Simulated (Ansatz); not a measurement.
PbO (Pbcm, No. 57), treated with PBEsol-D3(BJ) (Ansatz, a quantum-chemistry and plane-wave program, plane waves, PAW).

Run with plane-wave cutoff 520 eV, 8×6×6 k mesh (along the axes of the cell as run), Fermi–Dirac smearing 0.01 eV, scalar-relativistic PAW data made under PBE.

Shape and atoms are relaxed at each volume.

Pressure at four volumes; x = ln(V/17.750 Å³). One pressure is withheld.

| V (Å³/atom) | x | P (GPa) |
|---|---|---|
| 17.040 | -0.0408 | 1.742 |
| 17.750 | 0.0000 | 0.008 |
| 18.105 | 0.0198 | -0.640 |
| 18.460 | 0.0392 | ? |

Pass a parabola P(x) through the three rows shown, estimate the bulk modulus and its pressure derivative near zero pressure, and predict the withheld pressure.

Slopes between the rows: (0.008 − (1.742))/(0.0000 − (-0.0408)) = -42.50 and (-0.640 − (0.008))/(0.0198 − (0.0000)) = -32.73 GPa. Their difference over the span 0.0606 is c = 9.77/0.0606 = 161.2 GPa, so P(x) = 1.742 + (-42.50)(x − (-0.0408)) + 161.2 (x − (-0.0408))(x − (0.0000)). At the middle row B = −dP/dx = −[-42.50 + 161.2 × 0.0408] = 35.9 GPa, and B′ = dB/dP = 2c/B = 9.0. At x = 0.0392 the parabola gives -1.152 GPa; the run gives -1.167 GPa. The Birch–Murnaghan fit to the energies at all volumes has B0 = 35.6 GPa and B′ = 8.8.

Note: the volume lies 8 % below that of the published cell; the bulk modulus comes from volumes at which shape and atoms were relaxed.

Spin–orbit coupling is not included; it can shift volumes and moduli of such heavy elements.
